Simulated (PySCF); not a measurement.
# Ionisation energy of Ar by level of theory

Ar [Ar] (1S) → Ar⁺ [Ne] 3s2 3p5 (2P), as a difference of total energies. All numbers are calculated (PySCF 2.14, the non-relativistic Hamiltonian (point nucleus), in def2-TZVP). Correlated levels: valence: [Ne] frozen. The calculations carry no spin-orbit coupling.

| method | ionisation energy (eV) | error (eV) |
| --- | --- | --- |
| UHF | 14.573 | -1.246 |
| LDA | 15.985 | +0.166 |
| PBE0 | 15.717 | -0.102 |
| MP2 (valence) | 15.682 | -0.137 |
| SCS-MP2 (valence) | 15.578 | -0.241 |
| CCSD (valence) | 15.498 | -0.321 |
| CCSD(T) (valence) | 15.538 | -0.281 |

Reference: 15.819 eV (measured; NIST levels, between the centres of gravity of the two terms).

Errors of the correlated levels include the incompleteness of this basis and the frozen core.
